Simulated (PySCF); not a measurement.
Working out the electron affinity of Al

Al⁻ [Ne] 3s2 3p2 (3P) → Al [Ne] 3s2 3p1 (2P). Calculation: PySCF 2.14, in aug-cc-pV(D+d)Z (5s4p3d, 32 functions); no relativity, point nucleus. Frozen: [Ne]. Energies in hartree (1 hartree = 27.21139 eV):

```csv
part,Al⁻ (lower),Al (upper)
UHF,-241.874977,-241.874285
CCSD correlation,-0.059828,-0.048295
(T),-0.001964,-0.000818
```

What does Hartree-Fock give?

(-241.874285) − (-241.874977) = 0.000692 hartree = 0.019 eV.

What do CCSD and CCSD(T) give?

The CCSD correlation energies differ by 0.011533 hartree = 0.314 eV and the triples by 0.001146 hartree = 0.031 eV, so CCSD gives 0.333 eV and CCSD(T) 0.364 eV.

A first-order spin-orbit estimate adds -0.003 eV to CCSD(T) (valence), giving 0.361 eV against 0.433 eV (measured; photodetachment measurements, as compiled on the Wikipedia data page of electron affinities).

What remains against the reference includes basis incompleteness, the frozen core and higher excitations.
